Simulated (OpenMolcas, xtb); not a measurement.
**AlBNH5 (SMILES B[NH][AlH2]): the dipole moment, rung by rung**

The species is AlBNH5 (8 atoms), meant as a singlet with charge 0. As SMILES, `B[NH][AlH2]`. The shape comes from GFN2-xTB, which is rough for such elements, and wasn't checked as a minimum.

```xyz
8

B    -0.8188    1.0466   -0.7029
N    -0.3337    0.1874    0.3055
Al    0.9790   -1.0523    0.4202
H    -1.7273    1.7580   -0.4846
H    -0.2948    1.0285   -1.7522
H    -0.8574    0.2639    1.1790
H     2.2410   -1.0888   -0.4636
H     0.8119   -2.1432    1.4986
```

Quantity: the dipole moment, in D. The values are calculated.

| level | kind | program | value (D) | CPU time |
| --- | --- | --- | --- | --- |
| GFN2-xTB | semi-empirical | xtb | 1.27 | under 2 s |
| GFN0-xTB | semi-empirical | xtb | 1.27 | under 2 s |
| GFN1-xTB | semi-empirical | xtb | 1.90 | under 2 s |
| HF/STO-3G | Hartree–Fock | OpenMolcas | 1.79 | 2 s |
| HF/3-21G | Hartree–Fock | OpenMolcas | 1.35 | 2.2 s |
| HF/def2-SVP | Hartree–Fock | OpenMolcas | 1.16 | 4.5 s |
| SVWN5/6-31G | LDA | OpenMolcas | 1.50 | 12 s |
| r2SCAN/6-31G | meta-GGA | OpenMolcas | 1.39 | 19 s |
| B3LYP/6-31G* (spherical functions) | global hybrid | OpenMolcas | 1.34 | 21 s |
| B3LYP/6-31G* (Cartesian functions) | global hybrid | OpenMolcas | 1.33 | 21 s |

The values span 1.16 to 1.90 D. Sets without polarisation functions give poor dipoles. CPU times are rough (shared hosts, several kinds of processor): they show what a rung costs within a factor of a few.
